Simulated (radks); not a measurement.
# B²⁺ inside a hard spherical wall

One table from this session's results is given with a row withheld; the runs are named, their logs left out.

Method: scalar-relativistic Kohn-Sham, PBE, spin-unpolarised, spherical densities, point nucleus. Code: radks (a radial shooting solver on a logarithmic mesh, Libxc functionals) version 1.

## What is computed

| Item | Value |
| --- | --- |
| element | boron (Z = 5) |
| charge | +2 |
| electrons | 3 |
| configuration | [He] 2s1 |

The outer shells:

B²⁺
```
[He] core
2s [↑ ]
```

The first run:

Input:

```text
Z 5
configuration [He] 2s1 2p0 3s0 3d0
relativity scalar-relativistic
functional pbe,pbe
spin unpolarised
nucleus point
c 137.035999084
```

Among the steps run: The free atom; Wall at 12 bohr; Wall at 8 bohr; Wall at 6 bohr; Wall at 5 bohr; Wall at 4 bohr; Wall at 3.5 bohr; Wall at 3 bohr; Wall at 2.5 bohr; Wall at 2 bohr.

One of the session's tables, all rows but one given; the rest of the session is left out.

| R (bohr) | E − E(free) (eV) | ε(2p, empty) (eV) | ε(3s, empty) (eV) | ε(3d, empty) (eV) | pressure (GPa) |
| --- | --- | --- | --- | --- | --- |
| free | 0.000 | -25.491 | - | - | 0 |
| 12 | 0.000 | -25.491 | - | - | < 0.0001 |
| 8 | 0.000 | -25.491 | -10.221 | -8.018 | < 0.0001 |
| 6 | ? | ? | ? | ? | ? |
| 5 | 0.029 | -25.409 | -5.539 | -5.474 | 0.238 |
| 4 | 0.292 | -24.917 | 3.302 | -1.321 | 3.50 |
| 3.5 | 0.869 | -24.083 | 12.967 | 2.984 | 13.1 |
| 3 | 2.490 | -22.159 | 30.369 | 10.502 | 49.4 |
| 2.5 | 6.998 | -17.712 | 63.588 | 24.479 | 199 |
| 2 | 20.048 | -6.948 | 133.19 | 52.971 | 932 |

Q: Estimate the row for R (bohr) = 6 from the others.

Worked estimate for «E − E(free) (eV)». A straight line through the neighbours (8, 0.000) and (5, 0.029) gives 0.000 + (0.029 − 0.000) × (6 − 8) / (5 − 8) = 0.019; a parabola fitted to 4 rows on both sides gives 0.051.

**Answer.** E − E(free) (eV): 0.002; ε(2p, empty) (eV): -25.481; ε(3s, empty) (eV): -8.667; ε(3d, empty) (eV): -7.091; pressure (GPa): 0.0146. In «E − E(free) (eV)» the line misses by +0.017 and the parabola by +0.049. Between these rows the values bend or scatter more than so simple an estimate can follow.

Shells are not refilled when levels cross, and a hard wall is a model, not a crystal.
